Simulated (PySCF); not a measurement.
Energies from PySCF, thermal terms from the rigid-rotor harmonic-oscillator model, ideal gas at 1 bar. 'Table' is the NASA 1993 thermochemical table (part measured, part estimated). All species are closed-shell singlets. The harmonic model lacks anharmonicity and excited electronic states, which grow with temperature; levels with a mode under 35 cm⁻¹ are left out.

Harmonic frequencies at PBE/def2-SVP (cm⁻¹): 206, 206, 305, 305, 305, 446, 729, 729, 729. Point group Td; S°(298 K) = 312.4 J/mol/K at this level.

Q: Work out Cp and S° of gaseous CCl₄ at 500, 800, 1200, 1600, 2000 K from these, and set them beside the table.

A: 
| T (K) | Cp PBE/def2-SVP | Cp table | S° PBE/def2-SVP | S° table |
|---|---|---|---|---|
| 500 | 97.6 | 96.6 | 359.9 | 356.8 |
| 800 | 103.6 | 103.1 | 407.3 | 404.0 |
| 1200 | 106.0 | 105.6 | 449.9 | 446.3 |
| 1600 | 106.9 | 106.7 | 480.5 | 476.9 |
| 2000 | 107.3 | 107.3 | 504.4 | 500.8 |
Units J/mol/K.
